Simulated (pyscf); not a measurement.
PySCF, gas phase, ωB97X-D3(BJ)/def2-SVP geometries.

### Question
Estimate the classical barrier height and the reaction energy of `[OH][SiH]([F])[F]` + `[FH]` + `[FH]` → `[F][SiH]([F])[F]` + `[OH2]` + `[FH]` at M06-2X/def2-TZVP. The step runs on the singlet surface, breaks O–Si, F–H, F–H and forms F–Si, H–O, F–H; take the separated reactants as zero.

### Answer
ΔE‡ = -0.13 eV, ΔE = -0.33 eV. ωB97M-D3(BJ)/def2-TZVP gives -0.02 eV and -0.36 eV. Zero-point energy shifts the barrier by +0.12 eV. It is a multi-bond step, with an imaginary mode of 810i cm⁻¹. On the reactant side the descent ends in a bound adduct, 0.51 eV under the separated species and 0.51 eV under the saddle at ωB97X-D3(BJ)/def2-TZVP. On the product side the descent ends in a bound adduct (not fully relaxed), 0.52 eV under the separated species and 0.86 eV under the saddle at ωB97X-D3(BJ)/def2-TZVP. At M06-2X the saddle lies under the separated reactants, which points to a path from their complex (located at ωB97X-D3(BJ) alone). This is the saddle that the search found; another between the same sides may lie lower.
